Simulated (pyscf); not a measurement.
Thermochemistry of product channels of F–Si:–F [singlet] + H₂O on the singlet surface, in kcal/mol, from ωB97M-D3(BJ)/def2-TZVP energies (ideal gas, 1 atm, RRHO with modes under 100 cm⁻¹ raised to 100, one conformer, R ln 2 for rigid chiral ones). Single points on ωB97X-D3(BJ)/def2-SVP structures (PySCF, gas phase).

```
products                    ΔE  ΔH(298 K)  ΔG(298 K)  ΔG(600 K)
-----------------------  -----  ---------  ---------  ---------
HF + HO–Si:–F [singlet]    ___       +7.7       +8.0        ___
O=Si(F)–F + H₂            -0.7       -4.8       -2.1       +0.3
HO–SiH(F)–F              -60.6      -60.1      -49.5        ___
```

### Question
Some entries are withheld; supply them.

### Answer

- HF + HO–Si:–F [singlet], ΔE: +8.1
- HF + HO–Si:–F [singlet], ΔG(600 K): +8.3
- HO–SiH(F)–F, ΔG(600 K): -38.8

The channel to O=Si(F)–F + H₂ turns unfavourable between 298 and 1200 K (ΔG from -2.1 kcal/mol to +4.0 kcal/mol).

These are energies of the channels, which say nothing of barriers.
